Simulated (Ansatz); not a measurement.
Relaxation of CH$_{4}$SSi (7 atoms, charge 0, multiplicity 1), to a largest force component of 0.015 eV/Å in at most 40 steps.

Computed with Ansatz 0.2.0, RKS B3LYP-D4/6-31G*.

```xyz
7
Properties=species:S:1:pos:R:3:forces:R:3
Si -0.621 0.224 -0.232 -1.95 2.56 -0.63
C 1.020 -0.338 0.254 1.80 -0.65 0.61
S 1.942 -1.115 -0.873 -0.16 0.31 0.80
H -1.474 -0.829 -0.708 -0.48 -0.91 -0.15
H -0.545 1.214 -1.397 0.19 -0.46 0.51
H -1.354 1.012 0.856 0.41 -0.51 -0.27
H 1.352 -0.128 1.306 0.18 -0.36 -0.87
```

Q: Where does it end, and by what steps?

A: The run converged. The force dipped under the threshold on the way, but the program's further checks kept it going. After 20 steps the energy has fallen by 0.260 eV; S3 moved furthest, 0.86 Å.

```tsv
step	energy less start (eV)	largest force component (eV/Å)	accepted
0	0.0000	2.564	yes
1	-0.1975	0.964	yes
2	-0.2188	0.738	yes
3	-0.2394	0.105	yes
4	-0.2415	0.031	yes
5	-0.2419	0.123	yes
6	-0.2429	0.166	yes
7	-0.2494	0.032	yes
8	-0.2505	0.124	yes
9	-0.2419	0.612	no
10	-0.2547	0.033	yes
11	-0.2565	0.166	yes
12	-0.2531	0.338	no
13	-0.2584	0.061	yes
14	-0.2595	0.025	yes
15	-0.2597	0.155	yes
16	-0.2602	0.045	yes
17	-0.2604	0.004	yes
18	-0.2604	0.029	yes
19	-0.2604	0.016	yes
20	-0.2604	0.003	yes
```

```xyz
7
Properties=species:S:1:pos:R:3
Si -0.696 0.280 -0.281
C 1.058 -0.282 0.159
S 1.721 -1.703 -0.287
H -1.374 -0.763 -1.084
H -0.611 1.557 -1.040
H -1.444 0.542 0.980
H 1.665 0.409 0.759
```

Time of the run: 42 s on 1 thread of Arm Neoverse V2, on a shared host, peak memory 0.13 GiB.
